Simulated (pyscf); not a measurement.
Structures and frequencies: ωB97X-D3(BJ)/def2-SVP in PySCF.

Estimate the classical barrier height and the reaction energy of `[CH3][Ga]([CH3])[Cl]` + `[CH3]` [doublet] → `[CH3][CH3]` + `[CH3][Ga][Cl]` [doublet] at ωB97M-D3(BJ)/def2-TZVP. The step runs on the doublet surface, breaks C–Ga and forms C–C; take the separated reactants as zero.

ΔE‡ = 1.30 eV, ΔE = -0.87 eV. Zero-point energy shifts the barrier by +0.13 eV. It is a substitution at C, with an imaginary mode of 1133i cm⁻¹. One saddle was located; it need not be the lowest between these sides. The angle at the attacked C is 168°. Elements up to Kr have no core potential and no relativistic terms here.
